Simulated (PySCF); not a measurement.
# NO, PBE0: how much the basis matters

PySCF, UKS reference; doublet, unpaired electrons π ↑; De to N + O without counterpoise correction.

```tsv
basis	relativity	functions	Re (Å)	ωe (cm⁻¹)	De (eV)	μ (D)
STO-3G	no relativity	10	1.229	1929	5.60	0.34
6-31G(d,p)	no relativity	28	1.152	2054	6.52	0.08
aug-cc-pVDZ	no relativity	46	1.148	2032	6.52	0.13
cc-pVTZ	no relativity	60	1.141	2032	6.64	0.12
def2-TZVP	no relativity	62	1.140	2031	6.64	0.14
def2-TZVPPD	no relativity	77	1.140	2029	6.64	0.14
```

Q: How does each smaller set differ from the one with most functions, def2-TZVPPD?

A: STO-3G: +8.9 pm, -4.9 % in ωe, -1.04 eV in De; 6-31G(d,p): +1.2 pm, +1.2 % in ωe, -0.12 eV in De; aug-cc-pVDZ: +0.8 pm, +0.1 % in ωe, -0.12 eV in De; cc-pVTZ: +0.1 pm, +0.1 % in ωe, +0.00 eV in De; def2-TZVP: +0.0 pm, +0.1 % in ωe, +0.00 eV in De. All at PBE0; the set with most functions is neither the basis-set limit nor always the best.

A positive dipole means N(−)O(+). STO-3G is very small, so such numbers show the basis as much as the molecule. The state was picked by a PBE0 search and need not be the measured ground state.
